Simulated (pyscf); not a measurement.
A first-order saddle from PySCF, ωB97X-D3(BJ)/def2-SVP:

```xyz
8

F      2.2873     0.5219    -0.6521
Si     0.7214     0.2961    -0.3652
F      0.2045     1.5439     0.5122
F     -0.0471     0.3604    -1.7794
N     -0.6441    -1.9235     0.9167
H      0.3362    -1.0717     0.3804
H     -1.2693    -1.9832     0.0977
H     -1.1239    -1.2486     1.5329
```
Charge 0, spin multiplicity 2.

Surface: doublet, charge 0. Lowest wavenumbers (cm⁻¹): 1252i, 44, 68, 157, 263.

Which two sides does it connect, and which bonds change?

F–Si•(F)–F + NH₃ ⇌ F–SiH(F)–F + NH₂•, a hydrogen abstraction read from left to right: H–N broken and H–Si formed. At ωB97M-D3(BJ)/def2-TZVP it lies +67.1 kJ/mol from the left side and +30.0 kJ/mol from the right (each side as separated species at their lowest minima found). On the reactant side the descent ends in an adduct with a N–Si contact (not fully relaxed), 58.0 kJ/mol under the separated species and 120.4 kJ/mol under the saddle at ωB97X-D3(BJ)/def2-TZVP. On the product side the descent ends in a complex, 18.0 kJ/mol under the separated species and 45.4 kJ/mol under the saddle at ωB97X-D3(BJ)/def2-TZVP. This is the saddle that the search found; another between the same sides may lie lower. The angle at the transferred H is 149°.
